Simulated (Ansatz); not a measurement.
# A reaction path, image by image

AlH$_{3}$SO, closed shell, from AlH₃SO ([OH][AlH][SH]) to a complex of AlHSO ([OH][Al][S]) + H₂; CAM-B3LYP-D4/STO-3G (Ansatz 0.2.0). Settings:

```yaml
hamiltonian: {xc: {name: CAM-B3LYP}, dispersion: d4}
neb:
  images: 3
  climbing: false
  max_iterations: 60
  initial_path: idpp
```

First end:

Al1  (0.347, 0.095, 0.243)
H2  (1.901, 0.314, 0.310)
S3  (-0.669, -0.416, -1.622)
H4  (0.482, -0.404, -2.317)
O5  (-0.557, 0.262, 1.660)
H6  (-1.503, 0.150, 1.727)
(Å)

Second end:

Al1  (-0.673, -0.106, -0.081)
H2  (1.527, 0.080, -0.605)
S3  (-1.873, -0.575, -1.617)
H4  (1.166, -0.098, -1.250)
O5  (0.123, 0.288, 1.345)
H6  (-0.271, 0.410, 2.207)
(Å)

The ends were relaxed with PBE0-D4 in triple zeta, so they are not quite minima here (largest force components 4.17 and 3.15 eV/Å).

Energies along the converged band: It took 53 iterations. Path lengths are measured after rigid turns and shifts between images are taken out.
```
image  path length (Å)  energy (eV)
    0             0.00        0.000
    1             1.89        2.006
    2             3.79        2.428
    3             5.68        2.373
    4             7.58        3.068
```
Energies count from the first end.

The images between the ends:
Image 1:
```json
{"atom": "Al1", "x (Å)": "-0.1686", "y (Å)": "-0.2427", "z (Å)": "0.0576"}
{"atom": "H2", "x (Å)": "1.3237", "y (Å)": "0.5158", "z (Å)": "-0.1298"}
{"atom": "S3", "x (Å)": "-0.6885", "y (Å)": "-0.6561", "z (Å)": "-1.8617"}
{"atom": "H4", "x (Å)": "0.6207", "y (Å)": "0.0635", "z (Å)": "-1.5766"}
{"atom": "O5", "x (Å)": "-0.7693", "y (Å)": "-0.2795", "z (Å)": "1.6265"}
{"atom": "H6", "x (Å)": "-0.3180", "y (Å)": "0.5991", "z (Å)": "1.8840"}
```

Image 2:
```json
{"atom": "Al1", "x (Å)": "-1.0721", "y (Å)": "-0.4139", "z (Å)": "0.0753"}
{"atom": "H2", "x (Å)": "1.9593", "y (Å)": "0.5079", "z (Å)": "-0.8072"}
{"atom": "S3", "x (Å)": "-1.8677", "y (Å)": "-0.6110", "z (Å)": "-1.6582"}
{"atom": "H4", "x (Å)": "1.2648", "y (Å)": "0.3254", "z (Å)": "-0.9386"}
{"atom": "O5", "x (Å)": "-0.4004", "y (Å)": "-0.3424", "z (Å)": "1.6425"}
{"atom": "H6", "x (Å)": "0.1162", "y (Å)": "0.5340", "z (Å)": "1.6863"}
```

Image 3:
```json
{"atom": "Al1", "x (Å)": "-0.9803", "y (Å)": "-0.1721", "z (Å)": "0.3352"}
{"atom": "H2", "x (Å)": "1.9141", "y (Å)": "0.4291", "z (Å)": "-1.5738"}
{"atom": "S3", "x (Å)": "-1.0972", "y (Å)": "-0.6109", "z (Å)": "-1.5311"}
{"atom": "H4", "x (Å)": "1.2199", "y (Å)": "0.1896", "z (Å)": "-1.5812"}
{"atom": "O5", "x (Å)": "-0.9205", "y (Å)": "0.3277", "z (Å)": "1.9638"}
{"atom": "H6", "x (Å)": "-0.1360", "y (Å)": "-0.1634", "z (Å)": "2.3871"}
```

The band counts as converged below 0.05 eV/Å. Hardware: 2 CPU threads of an Arm Neoverse V2, shared host. Wall time about 80 s.
